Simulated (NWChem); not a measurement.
## Correlation energy of methane (CH4)

```
C
H 1 1.0981
H 1 1.0981 2 109.47
H 1 1.0981 2 109.47 3 120.00
H 1 1.0981 2 109.47 4 120.00
```
Charge 0, spin multiplicity 1.

Everything below was run with NWChem. All single points use one geometry, from PBE0/def2-SVP, a minimum by its harmonic frequencies.

Basis set: 6-31G*. Each correlation energy counts from its own Hartree-Fock reference.

The correlated methods keep 1 core orbital frozen. The Pople sets run with spherical d functions. Coupled-cluster values serve here as a point of comparison, not as the truth.

```json
[
 {"method": "MP2", "correlation energy (mHa)": "-136.8"},
 {"method": "SCS-MP2", "correlation energy (mHa)": "-141.0"},
 {"method": "CCSD", "correlation energy (mHa)": "?"},
 {"method": "CCSD+T(CCSD)", "correlation energy (mHa)": "-160.6"},
 {"method": "CCSD(T)", "correlation energy (mHa)": "-160.4"},
 {"method": "CR-CCSD[T]", "correlation energy (mHa)": "-160.3"},
 {"method": "CR-CCSD(T)", "correlation energy (mHa)": "?"},
 {"method": "CCSDT", "correlation energy (mHa)": "-160.8"}
]
```

**Question.** Fill in the missing entries.

**Answer.** 
- CCSD, correlation energy (mHa): -157.7
- CR-CCSD(T), correlation energy (mHa): -160.1
